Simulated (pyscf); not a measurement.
Optimised with ωB97X-D3(BJ)/def2-SVP in PySCF.

H₃C–Zn–CH₂–OH (SMILES [CH3][Zn][CH2]O) + CH₄ (SMILES C) -> H₃C–OH (SMILES CO) + H₃C–Zn–CH₃ (SMILES [CH3][Zn][CH3])
Surface: singlet. Broken: C–Zn, C–H. Formed: C–H, C–Zn. Give ΔE‡ and ΔE from ωB97M-D3(BJ)/def2-TZVP, relative to the separated reactants.

ΔE‡ = 51.9 kcal/mol, ΔE = -3.2 kcal/mol. Zero-point energy shifts the barrier by -1.6 kcal/mol. It is an exchange assisted by a bridging atom, with an imaginary mode of 1497i cm⁻¹. On the product side the descent ends in a complex (not fully relaxed), 7.4 kcal/mol under the separated species and 61.5 kcal/mol under the saddle at ωB97X-D3(BJ)/def2-TZVP. At the saddle there is also a short H–Zn, O–Zn contact that neither side keeps, so another atom assists the step. This is the saddle that the search found; another between the same sides may lie lower. Elements up to Kr have no core potential and no relativistic terms here.
